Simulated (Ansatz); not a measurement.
A made-up structure of SiH₃S (charge +1), singlet:

Si1  (-0.378, -0.458, -0.108)
S2  (0.612, 1.247, -0.577)
H3  (-0.204, -1.099, 1.206)
H4  (0.812, 2.341, -1.360)
H5  (1.237, 1.317, 0.621)
(Å)

It is relaxed with PBE-D4/def2-SVP and then PBE0-D4/def2-TZVP (Ansatz 0.2.0). Atoms count as bonded within 1.22 times the sum of their covalent radii (H–H: 0.88 Å). The end point is not checked to be a true minimum.

Q: Does its bonding change? (A judgement: the text doesn't fix the answer.)

A: The calculation gives: No: no bond forms or breaks.

Where it ends: The first stage lowers the energy by 2.51 eV in 12 steps. It ends as SiH₃S ([SiH][SH2]), total charge +1:
Si1  (-0.742, -0.434, -0.253)
S2  (1.100, 0.997, -0.503)
H3  (-0.020, -0.867, 1.009)
H4  (0.567, 2.043, -1.168)
H5  (1.174, 1.610, 0.697)
(Å)

Labels in which every atom is bracketed show which atoms are joined, not bond orders.

For scale, one of the runs: PBE0-D4/def2-TZVP relaxation, 92 basis functions, launched by `ansatz run in.yaml --threads 2 --pin off --events-out ev --progress --plain --max-ram 4352MiB`. The run took about 6.5 s on 2 CPU threads of an Arm Neoverse V2 (shared host).
